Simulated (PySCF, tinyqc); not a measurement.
Inside a calculation (part 1 of 2). Method: RHF in the sto-6g basis, for BH, spin multiplicity 1. The lowest restricted solution is unstable here: a spin-polarised one lies 0.0221 hartree lower (PySCF). Computed by tinyqc, a small Python program that keeps every step (integrals from PySCF). Settings: charge = 0, multiplicity = 1, basis = sto-6g, energy threshold = 1e-09, iteration cap = 63, orthogonalisation = symmetric, start = atomic densities, DIIS depth = 8, method = RHF. Command: `OMP_NUM_THREADS=1 python tinyqc.py 30676 30677 out.jsonl` (the two numbers bound the seeds that draw the settings). One thread of a shared host (Intel(R) Xeon(R) Processor @ 2.60GHz), about 0.1 s of CPU time with the checks. Later iterations appear only in the table of the cycle.

## One-electron integrals

Geometry (angstrom):
```
atom        x        y        z
B     0.00000  0.00000  0.00000
H     0.00000  0.00000  1.94800
```

Basis sto-6g: exponents (1/bohr^2) and contraction coefficients of normalised primitives:
```
element  l (shell)   exponent  coefficient
B            s (1)  506.01115      0.00916
B            s (1)   92.77681      0.04936
B            s (1)   25.95566      0.16854
B            s (1)    8.91645      0.37056
B            s (1)    3.46251      0.41649
B            s (1)    1.42605      0.13033
B            s (2)   23.19458     -0.01325
B            s (2)    4.59081     -0.04699
B            s (2)    1.42682     -0.03379
B            s (2)    0.54895      0.25024
B            s (2)    0.23841      0.59512
B            s (2)    0.10928      0.24071
B            p (3)   23.19458      0.00376
B            p (3)    4.59081      0.03768
B            p (3)    1.42682      0.17390
B            p (3)    0.54895      0.41804
B            p (3)    0.23841      0.42586
B            p (3)    0.10928      0.10171
H            s (1)   35.52322      0.00916
H            s (1)    6.51314      0.04936
H            s (1)    1.82214      0.16854
H            s (1)    0.62596      0.37056
H            s (1)    0.24308      0.41649
H            s (1)    0.10011      0.13033
```

Overlap, kinetic and nuclear-attraction integrals over the contracted functions; the nuclear repulsion is the sum of Za Zb / Rab.

nuclear repulsion = 1.3582577 hartree

overlap S, order 1B 1s, 1B 2s, 1B 2px, 1B 2py, 1B 2pz, 2H 1s:
$$\begin{pmatrix}
1.00000 & 0.26489 & 0.00000 & 0.00000 & 0.00000 & 0.01223 \\
0.26489 & 1.00000 & 0.00000 & 0.00000 & 0.00000 & 0.17812 \\
0.00000 & 0.00000 & 1.00000 & 0.00000 & 0.00000 & 0.00000 \\
0.00000 & 0.00000 & 0.00000 & 1.00000 & 0.00000 & 0.00000 \\
0.00000 & 0.00000 & 0.00000 & 0.00000 & 1.00000 & 0.22063 \\
0.01223 & 0.17812 & 0.00000 & 0.00000 & 0.22063 & 1.00000
\end{pmatrix}$$

kinetic energy T (hartree), order 1B 1s, 1B 2s, 1B 2px, 1B 2py, 1B 2pz, 2H 1s:
$$\begin{pmatrix}
10.94724 & -0.33388 & 0.00000 & 0.00000 & 0.00000 & -0.00501 \\
-0.33388 & 0.37450 & 0.00000 & 0.00000 & 0.00000 & -0.00676 \\
0.00000 & 0.00000 & 1.12503 & 0.00000 & 0.00000 & 0.00000 \\
0.00000 & 0.00000 & 0.00000 & 1.12503 & 0.00000 & 0.00000 \\
0.00000 & 0.00000 & 0.00000 & 0.00000 & 1.12503 & 0.02140 \\
-0.00501 & -0.00676 & 0.00000 & 0.00000 & 0.02140 & 0.76852
\end{pmatrix}$$

nuclear attraction V (hartree), order 1B 1s, 1B 2s, 1B 2px, 1B 2py, 1B 2pz, 2H 1s:
$$\begin{pmatrix}
-23.66337 & -2.81615 & 0.00000 & 0.00000 & -0.00729 & -0.14166 \\
-2.81615 & -4.02138 & 0.00000 & 0.00000 & -0.07028 & -0.51709 \\
0.00000 & 0.00000 & -4.00829 & 0.00000 & 0.00000 & 0.00000 \\
0.00000 & 0.00000 & 0.00000 & -4.00829 & 0.00000 & 0.00000 \\
-0.00729 & -0.07028 & 0.00000 & 0.00000 & -4.04706 & -0.60327 \\
-0.14166 & -0.51709 & 0.00000 & 0.00000 & -0.60327 & -2.59700
\end{pmatrix}$$

core Hamiltonian H = T + V (hartree), order 1B 1s, 1B 2s, 1B 2px, 1B 2py, 1B 2pz, 2H 1s:
$$\begin{pmatrix}
-12.71613 & -3.15003 & 0.00000 & 0.00000 & -0.00729 & -0.14666 \\
-3.15003 & -3.64688 & 0.00000 & 0.00000 & -0.07028 & -0.52385 \\
0.00000 & 0.00000 & -2.88326 & 0.00000 & 0.00000 & 0.00000 \\
0.00000 & 0.00000 & 0.00000 & -2.88326 & 0.00000 & 0.00000 \\
-0.00729 & -0.07028 & 0.00000 & 0.00000 & -2.92204 & -0.58186 \\
-0.14666 & -0.52385 & 0.00000 & 0.00000 & -0.58186 & -1.82848
\end{pmatrix}$$

## Two-electron integrals

Functions are numbered as in S; the eight-fold symmetry (ij|kl) = (ji|kl) = (kl|ij) leaves the list below.

Two-electron integrals (ij|kl) in chemists' order, unique and non-zero (hartree):
```
(11|11) 2.92499   (21|11) 0.48076   (21|21) 0.09948   (22|11) 0.74345
(22|21) 0.18897   (22|22) 0.54492   (31|31) 0.02110   (32|31) 0.03085
(32|32) 0.12044   (33|11) 0.74345   (33|21) 0.18897   (33|22) 0.54492
(33|33) 0.58711   (41|41) 0.02110   (42|41) 0.03085   (42|42) 0.12044
(43|43) 0.03164   (44|11) 0.74345   (44|21) 0.18897   (44|22) 0.54492
(44|33) 0.52383   (44|44) 0.58711   (51|51) 0.02110   (52|51) 0.03085
(52|52) 0.12044   (53|53) 0.03164   (54|54) 0.03164   (55|11) 0.74345
(55|21) 0.18897   (55|22) 0.54492   (55|33) 0.52383   (55|44) 0.52383
(55|55) 0.58711   (61|11) 0.02267   (61|21) 0.00456   (61|22) 0.00865
(61|33) 0.00861   (61|44) 0.00861   (61|51) 0.00036   (61|52) 0.00071
(61|55) 0.00874   (61|61) 0.00022   (62|11) 0.08208   (62|21) 0.02140
(62|22) 0.07159   (62|33) 0.06941   (62|44) 0.06941   (62|51) 0.00241
(62|52) 0.01630   (62|55) 0.07595   (62|61) 0.00105   (62|62) 0.01605
(63|31) 0.00177   (63|32) 0.00901   (63|53) 0.00272   (63|63) 0.00133
(64|41) 0.00177   (64|42) 0.00901   (64|54) 0.00272   (64|64) 0.00133
(65|11) 0.08977   (65|21) 0.02364   (65|22) 0.08262   (65|33) 0.07869
(65|44) 0.07869   (65|51) 0.00394   (65|52) 0.02549   (65|55) 0.09046
(65|61) 0.00120   (65|62) 0.02136   (65|65) 0.02923   (66|11) 0.27147
(66|21) 0.07189   (66|22) 0.26938   (66|33) 0.25786   (66|44) 0.25786
(66|51) 0.00723   (66|52) 0.06738   (66|55) 0.29241   (66|61) 0.00354
(66|62) 0.08827   (66|65) 0.12553   (66|66) 0.77500
```

## Orthogonalisation

S = U s U^T; symmetric (Loewdin) form X = U s^(-1/2) U^T, so that X^T S X = 1.

eigenvalues of S: [0.65567, 0.82700, 1.00000, 1.00000, 1.16085, 1.35648]

X, order 1B 1s, 1B 2s, 1B 2px, 1B 2py, 1B 2pz, 2H 1s:
$$\begin{pmatrix}
1.02811 & -0.14074 & 0.00000 & 0.00000 & -0.00255 & 0.01310 \\
-0.14074 & 1.04140 & 0.00000 & 0.00000 & 0.01628 & -0.09696 \\
0.00000 & 0.00000 & 1.00000 & 0.00000 & 0.00000 & 0.00000 \\
0.00000 & 0.00000 & 0.00000 & 1.00000 & 0.00000 & 0.00000 \\
-0.00255 & 0.01628 & 0.00000 & 0.00000 & 1.01942 & -0.11631 \\
0.01310 & -0.09696 & 0.00000 & 0.00000 & -0.11631 & 1.03242
\end{pmatrix}$$

## Starting guess

The start is atomic minimal-basis densities projected into this basis (PySCF's MINAO start) and scaled to the electron count of each spin; this density is not idempotent, so its energy is not variational and may lie below the converged one.

D at the start, order 1B 1s, 1B 2s, 1B 2px, 1B 2py, 1B 2pz, 2H 1s:
$$\begin{pmatrix}
2.17610 & -0.56109 & 0.00000 & 0.00000 & 0.00597 & -0.02713 \\
-0.56109 & 2.12884 & 0.00000 & 0.00000 & -0.02022 & 0.10916 \\
0.00000 & 0.00000 & 0.32073 & 0.00000 & 0.00000 & 0.00000 \\
0.00000 & 0.00000 & 0.00000 & 0.32073 & 0.00000 & 0.00000 \\
0.00597 & -0.02022 & 0.00000 & 0.00000 & 0.30621 & 0.05476 \\
-0.02713 & 0.10916 & 0.00000 & 0.00000 & 0.05476 & 0.98225
\end{pmatrix}$$

## Iteration 1: building the Fock matrix

J_ij = sum D_kl (ij|kl), K_ij = sum D_kl (ik|jl); F = H + J - 0.5 K; E = tr D H + tr D J / 2 - 0.25 tr D K + E_nn.

Coulomb J (hartree), order 1B 1s, 1B 2s, 1B 2px, 1B 2py, 1B 2pz, 2H 1s:
$$\begin{pmatrix}
8.40598 & 1.59352 & 0.00000 & 0.00000 & 0.00704 & 0.07463 \\
1.59352 & 3.37103 & 0.00000 & 0.00000 & 0.06800 & 0.46665 \\
0.00000 & 0.00000 & 3.35913 & 0.00000 & 0.00000 & 0.00000 \\
0.00000 & 0.00000 & 0.00000 & 3.35913 & 0.00000 & 0.00000 \\
0.00704 & 0.06800 & 0.00000 & 0.00000 & 3.39485 & 0.55301 \\
0.07463 & 0.46665 & 0.00000 & 0.00000 & 0.55301 & 2.12991
\end{pmatrix}$$

exchange K (hartree), order 1B 1s, 1B 2s, 1B 2px, 1B 2py, 1B 2pz, 2H 1s:
$$\begin{pmatrix}
6.05737 & 1.00686 & 0.00000 & 0.00000 & 0.00221 & 0.05315 \\
1.00686 & 1.31065 & 0.00000 & 0.00000 & 0.02449 & 0.27794 \\
0.00000 & 0.00000 & 0.47930 & 0.00000 & 0.00000 & 0.00000 \\
0.00000 & 0.00000 & 0.00000 & 0.47930 & 0.00000 & 0.00000 \\
0.00221 & 0.02449 & 0.00000 & 0.00000 & 0.51173 & 0.21159 \\
0.05315 & 0.27794 & 0.00000 & 0.00000 & 0.21159 & 0.83648
\end{pmatrix}$$

Fock matrix F (hartree), order 1B 1s, 1B 2s, 1B 2px, 1B 2py, 1B 2pz, 2H 1s:
$$\begin{pmatrix}
-7.33883 & -2.05994 & 0.00000 & 0.00000 & -0.00135 & -0.09861 \\
-2.05994 & -0.93117 & 0.00000 & 0.00000 & -0.01452 & -0.19617 \\
0.00000 & 0.00000 & 0.23621 & 0.00000 & 0.00000 & 0.00000 \\
0.00000 & 0.00000 & 0.00000 & 0.23621 & 0.00000 & 0.00000 \\
-0.00135 & -0.01452 & 0.00000 & 0.00000 & 0.21694 & -0.13465 \\
-0.09861 & -0.19617 & 0.00000 & 0.00000 & -0.13465 & -0.11681
\end{pmatrix}$$

total energy of this density = -24.7402734 hartree

This density is the starting one; it is not idempotent, so its energy is not variational and may lie below the converged one.

## Iteration 1: diagonalisation and new density

Diagonalise F' = X^T F X, C = X C', fill 3 alpha and 3 beta electrons from the bottom; D = 2 C_occ C_occ^T. Each column has its largest component positive (the first on a tie).

F' = X^T F X (hartree):
$$\begin{pmatrix}
-7.18150 & -1.04314 & 0.00000 & 0.00000 & -0.00687 & 0.02062 \\
-1.04314 & -0.51557 & 0.00000 & 0.00000 & 0.01482 & -0.13770 \\
0.00000 & 0.00000 & 0.23621 & 0.00000 & 0.00000 & 0.00000 \\
0.00000 & 0.00000 & 0.00000 & 0.23621 & 0.00000 & 0.00000 \\
-0.00687 & 0.01482 & 0.00000 & 0.00000 & 0.25589 & -0.15812 \\
0.02062 & -0.13770 & 0.00000 & 0.00000 & -0.15812 & -0.05773
\end{pmatrix}$$

orbital energies (hartree): MO1 -7.34093, MO2 -0.41409, MO3 -0.07276, MO4 0.23621, MO5 0.23621, MO6 0.32887

coefficients C, order 1B 1s, 1B 2s, 1B 2px, 1B 2py, 1B 2pz, 2H 1s:
$$\begin{pmatrix}
0.99505 & -0.26548 & 0.12209 & 0.00000 & 0.00000 & -0.03873 \\
0.01821 & 0.92798 & -0.47520 & 0.00000 & 0.00000 & 0.16337 \\
0.00000 & 0.00000 & 0.00000 & 0.99843 & -0.05606 & 0.00000 \\
0.00000 & 0.00000 & 0.00000 & 0.05606 & 0.99843 & 0.00000 \\
0.00055 & 0.04169 & 0.32111 & 0.00000 & 0.00000 & 0.97374 \\
-0.00169 & 0.30465 & 0.84119 & 0.00000 & 0.00000 & -0.53719
\end{pmatrix}$$

D after iteration 1, order 1B 1s, 1B 2s, 1B 2px, 1B 2py, 1B 2pz, 2H 1s:
$$\begin{pmatrix}
2.15100 & -0.57251 & 0.00000 & 0.00000 & 0.05736 & 0.04027 \\
-0.57251 & 2.17459 & 0.00000 & 0.00000 & -0.22779 & -0.23410 \\
0.00000 & 0.00000 & 0.00000 & 0.00000 & 0.00000 & 0.00000 \\
0.00000 & 0.00000 & 0.00000 & 0.00000 & 0.00000 & 0.00000 \\
0.05736 & -0.22779 & 0.00000 & 0.00000 & 0.20970 & 0.56563 \\
0.04027 & -0.23410 & 0.00000 & 0.00000 & 0.56563 & 1.60084
\end{pmatrix}$$

Within a degenerate level the vectors are fixed only up to a rotation; this is one choice.

## Iteration 2: building the Fock matrix

As before.

Coulomb J (hartree), order 1B 1s, 1B 2s, 1B 2px, 1B 2py, 1B 2pz, 2H 1s:
$$\begin{pmatrix}
8.01332 & 1.50292 & 0.00000 & 0.00000 & 0.00330 & 0.07046 \\
1.50292 & 3.17391 & 0.00000 & 0.00000 & 0.07780 & 0.47456 \\
0.00000 & 0.00000 & 3.14764 & 0.00000 & 0.00000 & 0.00000 \\
0.00000 & 0.00000 & 0.00000 & 3.14764 & 0.00000 & 0.00000 \\
0.00330 & 0.07780 & 0.00000 & 0.00000 & 3.22646 & 0.57762 \\
0.07046 & 0.47456 & 0.00000 & 0.00000 & 0.57762 & 2.46046
\end{pmatrix}$$

exchange K (hartree), order 1B 1s, 1B 2s, 1B 2px, 1B 2py, 1B 2pz, 2H 1s:
$$\begin{pmatrix}
5.96241 & 0.96882 & 0.00000 & 0.00000 & 0.00081 & 0.05005 \\
0.96882 & 1.22020 & 0.00000 & 0.00000 & -0.06948 & 0.26012 \\
0.00000 & 0.00000 & 0.27973 & 0.00000 & 0.00000 & 0.00000 \\
0.00000 & 0.00000 & 0.00000 & 0.27973 & 0.00000 & 0.00000 \\
0.00081 & -0.06948 & 0.00000 & 0.00000 & 0.53259 & 0.39349 \\
0.05005 & 0.26012 & 0.00000 & 0.00000 & 0.39349 & 1.37231
\end{pmatrix}$$

Fock matrix F (hartree), order 1B 1s, 1B 2s, 1B 2px, 1B 2py, 1B 2pz, 2H 1s:
$$\begin{pmatrix}
-7.68401 & -2.13152 & 0.00000 & 0.00000 & -0.00439 & -0.10123 \\
-2.13152 & -1.08307 & 0.00000 & 0.00000 & 0.04227 & -0.17935 \\
0.00000 & 0.00000 & 0.12451 & 0.00000 & 0.00000 & 0.00000 \\
0.00000 & 0.00000 & 0.00000 & 0.12451 & 0.00000 & 0.00000 \\
-0.00439 & 0.04227 & 0.00000 & 0.00000 & 0.03813 & -0.20098 \\
-0.10123 & -0.17935 & 0.00000 & 0.00000 & -0.20098 & -0.05417
\end{pmatrix}$$

total energy of this density = -24.7929881 hartree

## Iteration 2: DIIS over 2 matrices

error matrix X^T (FDS - SDF) X:
$$\begin{pmatrix}
0.00000 & -0.00019 & 0.00000 & 0.00000 & 0.01152 & -0.00066 \\
0.00019 & 0.00000 & 0.00000 & 0.00000 & -0.08330 & 0.00883 \\
0.00000 & 0.00000 & 0.00000 & 0.00000 & 0.00000 & 0.00000 \\
0.00000 & 0.00000 & 0.00000 & 0.00000 & 0.00000 & 0.00000 \\
-0.01152 & 0.08330 & 0.00000 & 0.00000 & 0.00000 & -0.25373 \\
0.00066 & -0.00883 & 0.00000 & 0.00000 & 0.25373 & 0.00000
\end{pmatrix}$$

B (overlaps of the stored error matrices):
$$\begin{pmatrix}
5.1985638e-02 & 2.0400177e-02 \\
2.0400177e-02 & 1.4305947e-01
\end{pmatrix}$$

Minimise |sum c_i e_i|^2 with sum c_i = 1: solve [B -1; -1 0][c; lambda] = [0; -1] with B_ij = tr e_i^T e_j, and take F = sum c_i F_i.

DIIS coefficients: [0.79523, 0.20477]

extrapolated F (hartree), order 1B 1s, 1B 2s, 1B 2px, 1B 2py, 1B 2pz, 2H 1s:
$$\begin{pmatrix}
-7.40952 & -2.07460 & 0.00000 & 0.00000 & -0.00197 & -0.09914 \\
-2.07460 & -0.96228 & 0.00000 & 0.00000 & -0.00289 & -0.19273 \\
0.00000 & 0.00000 & 0.21334 & 0.00000 & 0.00000 & 0.00000 \\
0.00000 & 0.00000 & 0.00000 & 0.21334 & 0.00000 & 0.00000 \\
-0.00197 & -0.00289 & 0.00000 & 0.00000 & 0.18033 & -0.14824 \\
-0.09914 & -0.19273 & 0.00000 & 0.00000 & -0.14824 & -0.10398
\end{pmatrix}$$

## Iteration 2: diagonalisation and new density

As before.

F' = X^T F X (hartree):
$$\begin{pmatrix}
-7.25260 & -1.04427 & 0.00000 & 0.00000 & -0.00918 & 0.02014 \\
-1.04427 & -0.54656 & 0.00000 & 0.00000 & 0.02725 & -0.13405 \\
0.00000 & 0.00000 & 0.21334 & 0.00000 & 0.00000 & 0.00000 \\
0.00000 & 0.00000 & 0.00000 & 0.21334 & 0.00000 & 0.00000 \\
-0.00918 & 0.02725 & 0.00000 & 0.00000 & 0.22160 & -0.17084 \\
0.02014 & -0.13405 & 0.00000 & 0.00000 & -0.17084 & -0.04199
\end{pmatrix}$$

orbital energies (hartree): MO1 -7.41146, MO2 -0.43594, MO3 -0.08845, MO4 0.21334, MO5 0.21334, MO6 0.31630

coefficients C, order 1B 1s, 1B 2s, 1B 2px, 1B 2py, 1B 2pz, 2H 1s:
$$\begin{pmatrix}
0.99525 & -0.27113 & 0.10434 & 0.00000 & 0.00000 & -0.04554 \\
0.01748 & 0.95274 & -0.41191 & 0.00000 & 0.00000 & 0.19050 \\
0.00000 & 0.00000 & 0.00000 & 0.99992 & -0.01274 & 0.00000 \\
0.00000 & 0.00000 & 0.00000 & 0.01274 & 0.99992 & 0.00000 \\
0.00059 & 0.02537 & 0.38815 & 0.00000 & 0.00000 & 0.94958 \\
-0.00165 & 0.25762 & 0.81816 & 0.00000 & 0.00000 & -0.59433
\end{pmatrix}$$

D after iteration 2, order 1B 1s, 1B 2s, 1B 2px, 1B 2py, 1B 2pz, 2H 1s:
$$\begin{pmatrix}
2.14986 & -0.56781 & 0.00000 & 0.00000 & 0.06842 & 0.02775 \\
-0.56781 & 2.15539 & 0.00000 & 0.00000 & -0.27141 & -0.18319 \\
0.00000 & 0.00000 & 0.00000 & 0.00000 & 0.00000 & 0.00000 \\
0.00000 & 0.00000 & 0.00000 & 0.00000 & 0.00000 & 0.00000 \\
0.06842 & -0.27141 & 0.00000 & 0.00000 & 0.30261 & 0.64820 \\
0.02775 & -0.18319 & 0.00000 & 0.00000 & 0.64820 & 1.47152
\end{pmatrix}$$

Within a degenerate level the vectors are fixed only up to a rotation; this is one choice.

## Iteration 3: building the Fock matrix

As before.

Coulomb J (hartree), order 1B 1s, 1B 2s, 1B 2px, 1B 2py, 1B 2pz, 2H 1s:
$$\begin{pmatrix}
8.05679 & 1.51390 & 0.00000 & 0.00000 & 0.00103 & 0.07091 \\
1.51390 & 3.20088 & 0.00000 & 0.00000 & 0.06511 & 0.47270 \\
0.00000 & 0.00000 & 3.17327 & 0.00000 & 0.00000 & 0.00000 \\
0.00000 & 0.00000 & 0.00000 & 3.17327 & 0.00000 & 0.00000 \\
0.00103 & 0.06511 & 0.00000 & 0.00000 & 3.25611 & 0.57316 \\
0.07091 & 0.47270 & 0.00000 & 0.00000 & 0.57316 & 2.40651
\end{pmatrix}$$

exchange K (hartree), order 1B 1s, 1B 2s, 1B 2px, 1B 2py, 1B 2pz, 2H 1s:
$$\begin{pmatrix}
5.96355 & 0.97203 & 0.00000 & 0.00000 & 0.00068 & 0.05080 \\
0.97203 & 1.22996 & 0.00000 & 0.00000 & -0.08575 & 0.26673 \\
0.00000 & 0.00000 & 0.28177 & 0.00000 & 0.00000 & 0.00000 \\
0.00000 & 0.00000 & 0.00000 & 0.28177 & 0.00000 & 0.00000 \\
0.00068 & -0.08575 & 0.00000 & 0.00000 & 0.59874 & 0.41204 \\
0.05080 & 0.26673 & 0.00000 & 0.00000 & 0.41204 & 1.30230
\end{pmatrix}$$

Fock matrix F (hartree), order 1B 1s, 1B 2s, 1B 2px, 1B 2py, 1B 2pz, 2H 1s:
$$\begin{pmatrix}
-7.64111 & -2.12214 & 0.00000 & 0.00000 & -0.00660 & -0.10115 \\
-2.12214 & -1.06098 & 0.00000 & 0.00000 & 0.03771 & -0.18452 \\
0.00000 & 0.00000 & 0.14912 & 0.00000 & 0.00000 & 0.00000 \\
0.00000 & 0.00000 & 0.00000 & 0.14912 & 0.00000 & 0.00000 \\
-0.00660 & 0.03771 & 0.00000 & 0.00000 & 0.03470 & -0.21472 \\
-0.10115 & -0.18452 & 0.00000 & 0.00000 & -0.21472 & -0.07312
\end{pmatrix}$$

total energy of this density = -24.8259039 hartree

## Iteration 3: DIIS over 3 matrices

error matrix X^T (FDS - SDF) X:
$$\begin{pmatrix}
0.00000 & 0.00029 & 0.00000 & 0.00000 & 0.01193 & -0.00179 \\
-0.00029 & 0.00000 & 0.00000 & 0.00000 & -0.06298 & 0.00443 \\
0.00000 & 0.00000 & 0.00000 & 0.00000 & 0.00000 & 0.00000 \\
0.00000 & 0.00000 & 0.00000 & 0.00000 & 0.00000 & 0.00000 \\
-0.01193 & 0.06298 & 0.00000 & 0.00000 & 0.00000 & -0.20610 \\
0.00179 & -0.00443 & 0.00000 & 0.00000 & 0.20610 & 0.00000
\end{pmatrix}$$

B (overlaps of the stored error matrices):
$$\begin{pmatrix}
5.1985638e-02 & 2.0400177e-02 & 1.6894446e-02 \\
2.0400177e-02 & 1.4305947e-01 & 1.1543667e-01 \\
1.6894446e-02 & 1.1543667e-01 & 9.3218922e-02
\end{pmatrix}$$

As before.

DIIS coefficients: [-0.01270, -4.15451, 5.16720]

extrapolated F (hartree), order 1B 1s, 1B 2s, 1B 2px, 1B 2py, 1B 2pz, 2H 1s:
$$\begin{pmatrix}
-7.46672 & -2.08397 & 0.00000 & 0.00000 & -0.01585 & -0.10086 \\
-2.08397 & -0.97086 & 0.00000 & 0.00000 & 0.01946 & -0.20584 \\
0.00000 & 0.00000 & 0.25024 & 0.00000 & 0.00000 & 0.00000 \\
0.00000 & 0.00000 & 0.00000 & 0.25024 & 0.00000 & 0.00000 \\
-0.01585 & 0.01946 & 0.00000 & 0.00000 & 0.01813 & -0.27282 \\
-0.10086 & -0.20584 & 0.00000 & 0.00000 & -0.27282 & -0.15127
\end{pmatrix}$$

## Iteration 3: diagonalisation and new density

As before.

F' = X^T F X (hartree):
$$\begin{pmatrix}
-7.31044 & -1.04548 & 0.00000 & 0.00000 & -0.02814 & 0.02217 \\
-1.04548 & -0.55093 & 0.00000 & 0.00000 & 0.06377 & -0.14874 \\
0.00000 & 0.00000 & 0.25024 & 0.00000 & 0.00000 & 0.00000 \\
0.00000 & 0.00000 & 0.00000 & 0.25024 & 0.00000 & 0.00000 \\
-0.02814 & 0.06377 & 0.00000 & 0.00000 & 0.08281 & -0.28153 \\
0.02217 & -0.14874 & 0.00000 & 0.00000 & -0.28153 & -0.06161
\end{pmatrix}$$

orbital energies (hartree): MO1 -7.46849, MO2 -0.45520, MO3 -0.24733, MO4 0.25024, MO5 0.25024, MO6 0.33085

coefficients C, order 1B 1s, 1B 2s, 1B 2px, 1B 2py, 1B 2pz, 2H 1s:
$$\begin{pmatrix}
0.99553 & -0.25873 & 0.11850 & 0.00000 & 0.00000 & -0.07019 \\
0.01647 & 0.90714 & -0.45966 & 0.00000 & 0.00000 & 0.28200 \\
0.00000 & 0.00000 & 0.00000 & 0.33621 & 0.94179 & 0.00000 \\
0.00000 & 0.00000 & 0.00000 & 0.94179 & -0.33621 & 0.00000 \\
0.00237 & 0.07576 & 0.57192 & 0.00000 & 0.00000 & 0.84863 \\
-0.00168 & 0.33421 & 0.64601 & 0.00000 & 0.00000 & -0.74831
\end{pmatrix}$$

D after iteration 3, order 1B 1s, 1B 2s, 1B 2px, 1B 2py, 1B 2pz, 2H 1s:
$$\begin{pmatrix}
2.14415 & -0.54557 & 0.00000 & 0.00000 & 0.10107 & -0.02317 \\
-0.54557 & 2.06892 & 0.00000 & 0.00000 & -0.38825 & 0.01241 \\
0.00000 & 0.00000 & 0.00000 & 0.00000 & 0.00000 & 0.00000 \\
0.00000 & 0.00000 & 0.00000 & 0.00000 & 0.00000 & 0.00000 \\
0.10107 & -0.38825 & 0.00000 & 0.00000 & 0.66567 & 0.78955 \\
-0.02317 & 0.01241 & 0.00000 & 0.00000 & 0.78955 & 1.05804
\end{pmatrix}$$

Within a degenerate level the vectors are fixed only up to a rotation; this is one choice.
